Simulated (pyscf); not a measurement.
Thermochemistry of product channels of O=W(=O)=O + SiH₄ on the singlet surface, in eV, from ωB97M-D3(BJ)/def2-TZVP energies (ideal gas, 1 atm, RRHO with modes under 100 cm⁻¹ raised to 100, one conformer, R ln 2 for chiral ones without a mode under 150 cm⁻¹). Single points on ωB97X-D3(BJ)/def2-SVP structures (PySCF, gas phase).

```
products                              ΔE  ΔH(298 K)  ΔG(298 K)  ΔG(600 K)
----------------------------  ----------  ---------  ---------  ---------
O=WH(=O)–OH + SiH₂ [singlet]  (withheld)      -0.30      -0.42      -0.55
O=W(=O)(OH)–SiH₃              (withheld)      -2.66      -2.30      -1.96
```

Question: What belongs in the gaps?

Answer: 
- O=WH(=O)–OH + SiH₂ [singlet], ΔE: -0.28
- O=W(=O)(OH)–SiH₃, ΔE: -2.77

These are energies of the channels, which say nothing of barriers. Elements past Kr carry the def2 core potentials, without spin-orbit coupling.
